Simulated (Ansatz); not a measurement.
## doublet B₃: levels of theory in one basis

| atom | x (Å) | y (Å) | z (Å) |
| --- | --- | --- | --- |
| B | -0.0123 | 0.4656 | -0.7354 |
| B | -0.0230 | -0.8685 | 0.0284 |
| B | 0.0212 | 0.4965 | 0.7844 |

Basis set: def2-SVP (spherical functions). Correlated methods keep 3 orbitals frozen. Correlation on ROHF uses semicanonical orbitals with singles. Charge 0, multiplicity 2.

Computed with Ansatz (development build ahead of 0.2.0); each method stands on the lowest determinant of its kind that the runs found.

```csv
method,E − E(ROHF) (eV),<S²> of the determinant
ROHF,0.00,0.75
UHF,-0.77,1.79
UHF-MP2,-5.74,1.79
ROHF-CCSD(T),-7.98,–
```

Task: What does ROHF-MP2 give on the same scale?

Result: -6.72 eV.

Task: Is a single determinant a sound starting point here?

Result: It is doubtful. Unrestricted orbitals lower Hartree–Fock by 0.77 eV and <S²> is 1.79 where a pure state has 0.75, a sign of strong static correlation.

Caution for ROHF, ROHF-MP2, ROHF-CCSD(T): an unrestricted determinant lies well below. Caution for UHF, UHF-MP2: the unrestricted determinant is a mixture of spin states.
